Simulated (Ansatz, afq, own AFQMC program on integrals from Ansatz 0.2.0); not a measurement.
# Where AFQMC and coupled cluster stand for CHGe⁺, triplet

```xyz
3

Ge    0.0000    0.0000    0.0803
C     0.0000    0.0000   -1.7018
H     0.0000    0.0000    1.6216
```

Connectivity, by distances: GeH–C.

Basis cc-pVDZ. Noble-gas cores (and the filled d shells of Ga–Kr and In–Xe) are frozen. Integrals, coupled cluster, full CI and functionals: Ansatz 0.2.0; the random walks run on the same integrals in our own AFQMC program. ph-AFQMC/CISD is guided by a CISD state made of CCSD amplitudes; releasing the constraint for a short imaginary time cuts its bias at the price of noise, slowly where states lie close. Uncertainties: one standard error, sampling alone. No spin–orbit coupling.

Determinant: UHF, the one that the program's search chose, which needn't be the lowest solution. The geometry is a PBE0/def2-TZVP stationary point of this or a neighbouring charge and spin state.

No full CI on the walks' own integrals is used here; CCSDTQ serves as the reference and is uncertain by about the last step of the cluster series.

Cautions: no relativity below Rb; no spin-orbit coupling; inner d shell frozen; the released energies have errors that jump between times, so the bars are unsure, so no released level is given (meV from the phaseless value at times in 1/Eh: -7 ± 5 at 0.24, -20 ± 4 at 0.51, -20 ± 10 at 0.99, -36 ± 3 at 1.62, -44 ± 3 at 2.40), though the last usable value meets CCSDTQ within the noise.

```
T1 diagnostic                               : 0.0314
weight of the determinant in the CISD state : 0.870
⟨S²⟩ of the determinant                     : 2.020
size of the correlated space                : 8 electrons in 31 orbitals
```

Reference: CCSDTQ, correlation energy -5.321 eV.

```csv
level,E − E(reference) (kJ/mol),share of correlation (%)
HF,513.4,0.00
MP2,114.8,77.64
CCSD,30.9,93.97
CCSD(T),7.4,98.56
CCSDT,2.3,99.55
CCSDT(Q),-0.1,100.02
ph-AFQMC/HF,20.4 ± 2.1,96.03
ph-AFQMC/CISD,4.6 ± 0.4,99.10
```

CCSDT and higher add their correlation energy to the determinant of the CCSD(T) run, since their own runs factorise the integrals more tightly (a shift of under 2 meV). A walk keeps the symmetry of its determinant, which the program's search chose and which needn't be the lowest solution, so a lower state of the same spin and another symmetry isn't excluded.
